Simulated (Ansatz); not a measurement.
Born–Oppenheimer molecular dynamics of CH4NSi (7 atoms, charge 0, multiplicity 2). It starts at the highest image of a converged band, a first-order saddle point between two minima.

The calculation used UKS PBE0/6-31G* in Ansatz.

- ensemble: NVE (velocity Verlet)
- time step: 0.5 fs
- steps asked: 200
- starting velocities drawn for: 300 K
- seed: 10231

First frame:

```xyz
7
Properties=species:S:1:pos:R:3
N -0.973 0.693 -0.780
C 0.063 0.169 0.040
Si 1.342 -1.030 -0.660
H -0.968 -0.485 -0.168
H -1.511 1.367 -0.224
H 0.163 0.594 1.046
H 1.883 -1.308 0.746
```

(1) How far do the bonds stretch over the last three quarters of this one trajectory? (Pairs bonded in most of those frames.)

## Answers

(1) 
```
  bond  mean (Å)  spread (Å)  shortest  longest
 N1–C2     1.424       0.091      1.25     1.62
 N1–H4     1.084       0.103      0.89     1.30
 N1–H5     1.024       0.021      0.98     1.07
C2–Si3     1.852       0.031      1.77     1.90
 C2–H6     1.110       0.024      1.07     1.16
Si3–H7     1.537       0.039      1.47     1.60
```

Mean temperature of the second half: 2090 K. The conserved energy stayed within 1.8 meV per atom of its start (net change 0.25 meV per atom), so the integration is sound. The system heated up, since it started high on the potential surface and ran downhill. A run of 0.1 ps of so small a system gives no equilibrium averages.

The run took 7.8 min on 1 thread of Arm Neoverse V2, with other jobs on the host, peak memory 0.13 GiB.
